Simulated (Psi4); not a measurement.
Reaction (SMILES): C(Cl)C + 2 [H][H] (H2) → 2 C (CH4) + Cl (HCl)
B3LYP-D3(BJ)/def2-TZVP geometries, fixed; electronic energies without zero-point terms.

Effect of the grid (radial, spherical points) at M06-2X/cc-pV(T+d)Z with Psi4, against the last row, where the energy of full hydrogenation is -34.94 kcal/mol. Cost is core time over that of grid: 35, 110, rough, on shared machines of one kind.

| setting | grid points, largest species | largest shift of a total energy (mEh) | shift of the energy of full hydrogenation (kcal/mol) | cost |
|---|---|---|---|---|
| grid: 35, 110 | 29733 | -9.185 | -0.434 | 1× |
| grid: 50, 194 | 74780 | -0.107 | 0.065 | 1× |
| grid: 75, 302 | 171657 | -0.079 | -0.003 | 2× |
| grid: 99, 590 | 440352 | 0.002 | 0.002 | 4× |
| grid: 150, 974 | 1098164 | 0.000 | 0.000 | 10× |

Within 0.3 kcal/mol in the energy of full hydrogenation: grid: 50, 194; grid: 75, 302; grid: 99, 590. The largest shift is 9.185 mEh in a total energy and 0.434 kcal/mol in the difference.
